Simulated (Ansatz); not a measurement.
For As (model structure, started from the beta-Sn type, I4₁/amd, No. 141, 2 atoms in the cell), PBE-D3(BJ) in Ansatz (PAW) gives:

| Item | Result |
|---|---|
| lattice constant a | 5.275 Å |
| lattice parameter c | 2.789 Å |

Task: What does r²SCAN (Ansatz, a program for electronic structure, PAW) give for the same quantities?

Result: 
- lattice constant a: 5.322 Å (grows by 0.9 %)
- lattice parameter c: 2.813 Å (increases by 0.9 %)

Changes are worked out from the printed values.

Unless a cell is named, each level is at its own relaxed cell (PBE-D3(BJ) 19.40, r²SCAN 19.92 Å³/atom).

Ansatz's density-functional and Hartree–Fock values are scalar-relativistic unless marked +SOC, with PAW data made under PBE.

A model structure was made by putting elements into a prototype or built by hand; it is no filed structure, need not be a known phase, and can be a saddle point held by its symmetry.
